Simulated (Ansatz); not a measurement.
Consider the atomization: `NCC(O)(F)F` → 2 C• + 2 F• + 5 H• + N• + O•.

Isolated molecules relaxed with PBE0-D4/def2-TZVP in Ansatz; ΔE leaves out vibrations. CCSD(T)/CBS adds triple-zeta CCSD(T) − MP2 to the extrapolated MP2 energy (def2 sets, frozen cores). This one scheme is used for every species, atoms too. For atomizations the MP2-based limit and the directly extrapolated one differ by several kJ/mol either way, and by 10 to 25 for some Ge, Se and Sn compounds, so smaller differences from it don't rank the levels. Functionals use def2-TZVPP. B3LYP here is the variant with VWN-RPA as its local correlation; programs differ in this. HSE06 is defined as in plane-wave codes. Open shells (•) are unrestricted, without spin–orbit coupling. Spin–orbit coupling would lower the free atoms: a little for C, F, O. Each species was taken in one conformer, which may not be the lowest.

```csv
level,ΔE (eV)
HSE06-D4,44.45
B3LYP,43.81
```

Question: What does CCSD(T)/CBS give? (Estimate.)

Answer: Ansatz gave: +44.23 eV. The listed levels differ from it by 0.22, -0.42 eV.

Largest T1 diagnostic among the species: 0.011.

From r2SCAN to r2SCAN0 (25 % exact exchange), in def2-TZVPP and without D4, ΔE moves by −1.09 eV: exact exchange takes away binding that semilocal exchange gives to molecules. Leaving LDA and LC-ωPBE aside and taking each functional with its dispersion term where it has one, the values, not all of them listed here, spread over 3.66 eV, from BHLYP-D4 to PBE-D4. LDA lies +6.98 eV from PBE without D4, its usual overbinding. At CCSD(T), def2-SVP lies −2.42 eV from the extrapolated value and def2-TZVPP −1.30 eV: correlation converges slowly with the basis, and small sets miss more of it in the bonded molecule than in its fragments.
